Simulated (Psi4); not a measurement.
Psi4 input (wB97X-D/6-31G*):

```
memory 1500 MB

molecule {
1 2
C    -0.00000000    0.00000000   -0.00000000
Cl    1.03270813    1.04102812    1.00808710
Cl   -1.00558480   -1.02967179    1.04644180
Cl   -1.04891159    1.01361708   -1.01923016
Cl    1.02178826   -1.02497341   -1.03529874
symmetry c1
no_reorient
no_com
}

set {
  basis 6-31G*
  reference uks
  scf_type pk
  dft_radial_points 99
  dft_spherical_points 590
  e_convergence 1e-8
  d_convergence 1e-7
  maxiter 150
}

e = energy('wb97x-d')
print_out(f'\nFINAL {e:.10f} DIPOLE {variable("CURRENT DIPOLE")[0]:.6f} {variable("CURRENT DIPOLE")[1]:.6f} {variable("CURRENT DIPOLE")[2]:.6f}\n')
```

From the output:

```
      40A     -0.154376    41A     -0.154375    42A      0.117828
      43A      0.220351    44A      0.220377    45A      0.220379
      46A      0.282624    47A      0.282630    48A      0.282671
      49A      0.319125    50A      0.319636    51A      0.321568
      52A      0.342946    53A      0.342950    54A      0.343334
      55A      0.386693    56A      0.386694    57A      0.387631
      58A      0.445185    59A      0.445188    60A      0.445335
      61A      0.574336    62A      0.574441    63A      0.693580
      64A      0.694099    65A      0.694099    66A      0.706088
      67A      0.706090    68A      0.706787    69A      0.709777
      70A      0.710835    71A      0.744145    72A      0.744380
      73A      0.744381    74A      0.850007    75A      0.913327
      76A      0.913335    77A      0.914471    78A      1.065350
      79A      1.065352    80A      1.066330    81A      1.239561
      82A      1.570980    83A      1.572430    84A      1.927843
      85A      1.927879    86A      1.928299    87A      3.774115
      88A      4.115436    89A      4.115437    90A      4.115677
      91A      4.161052

    Final Occupation by Irrep:
              A
    DOCC [    36 ]
    SOCC [     1 ]
    NA   [    37 ]
    NB   [    36 ]

  @UKS Final Energy: -1878.35306225392424

   => Energetics <=

    Nuclear Repulsion Energy =            437.1071512890788426
    One-Electron Energy =               -3446.0989504643139298
    Two-Electron Energy =                1216.8491500792958959
    DFT Exchange-Correlation Energy =     -86.2096548211133182
    Empirical Dispersion Energy =          -0.0007583368717588
    VV10 Nonlocal Energy =                  0.0000000000000000
    Total Energy =                      -1878.3530622539242358

  UHF NO Occupations:
  HONO-2 :   35  A 1.9994991
  HONO-1 :   36  A 1.9994989
  HONO-0 :   37  A 1.0000000
  LUNO+0 :   38  A 0.0005011
  LUNO+1 :   39  A 0.0005009
  LUNO+2 :   40  A 0.0002499
  LUNO+3 :   41  A 0.0000543

Computation Completed

Properties will be evaluated at   0.000000,   0.000000,   0.000000 [a0]

Properties computed using the SCF density matrix

 Multipole Moments:

 ------------------------------------------------------------------------------------
     Multipole            Electronic (a.u.)      Nuclear  (a.u.)        Total (a.u.)
 ------------------------------------------------------------------------------------

 L = 1.  Multiply by 2.5417464519 to convert [e a0] to [Debye]
 Dipole X            :          0.0002137            0.0000000            0.0002137
 Dipole Y            :          0.0000123           -0.0000000            0.0000123
 Dipole Z            :          0.0003341            0.0000000            0.0003341
 Magnitude           :                                                    0.0003968

 ------------------------------------------------------------------------------------

FINAL -1878.3530622539 DIPOLE 0.000214 0.000012 0.000334

*** Psi4 exiting successfully. Buy a developer a beer!
```

The dipole moment of an ion depends on the origin.

The geometry given is a B3LYP-D3(BJ)/def2-TZVP minimum of the species of charge 0 and multiplicity 1, not of this state.
